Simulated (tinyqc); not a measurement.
A ladder of methods, and size consistency: correlation methods against full CI in the sto-6g basis, for HF, spin multiplicity 1. Computed by the program tinyqc with PySCF. 

Geometry (angstrom):

| atom | x | y | z |
|---|---|---|---|
| F | 0.0000 | 0.0000 | 0.0000 |
| H | 0.0000 | 0.0000 | 1.1500 |

RHF energy of one = -99.467653 hartree

All electrons correlated; +Q is the Davidson correction (1 - c0^2) E_corr. The last columns treat two copies 100 angstrom apart as one system. FCI is the lowest singlet.

Correlation energies (hartree):

| method | E_corr of one | share of FCI (%) | E_corr of two at 100 angstrom | two minus twice one (mhartree) |
|---|---|---|---|---|
| MP2 | -0.029795 | 60.9559 | -0.059589 | 0.0000 |
| CISD | -0.048879 | 100.0000 | -0.093995 | 3.7635 |
| CISD+Q | -0.050917 | 104.1684 | -0.100957 | 0.8760 |
| CCSD | -0.048879 | 100.0000 | -0.097758 | 0.0000 |
| CCSD(T) | -0.048879 | 100.0000 | -0.097758 | 0.0000 |
| FCI | -0.048879 | 100.0000 | - | - |

MP2 recovers 61 %, CISD 100.0 % and CCSD 100.0 % of the FCI value (c0^2 = 0.958 in CISD). MP2 and coupled cluster are size consistent, so their last column vanishes; CISD loses 3.76 mhartree, since a double excitation on each copy is a quadruple of the pair, and the Davidson correction leaves +0.88. With two electrons, or one virtual orbital, CISD and CCSD are exact for one copy, so +Q overshoots there.
